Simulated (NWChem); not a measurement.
# A calculation on diphosphorus (P2)

```xyz
2

P      0.0000     0.0000     0.9455
P      0.0000     0.0000    -0.9455
```
Charge 0, spin multiplicity 1.

The numbers come from NWChem runs, not from measurements. Structure: optimised with PBE0/def2-SVP, a minimum by its harmonic frequencies.

Symmetry labels belong to the abelian group D2h used in the runs, with the axes of the coordinates shown; states degenerate in a higher group split over its labels.

### Question
List the lowest 3 singlet excitations that CIS/aug-cc-pVDZ gives, with oscillator strengths.

### Answer
```csv
state,symmetry,energy (eV),wavelength (nm),f
1,au,3.29,377,0.000
2,au,3.60,344,0.000
3,b1u,3.60,344,0.000
```
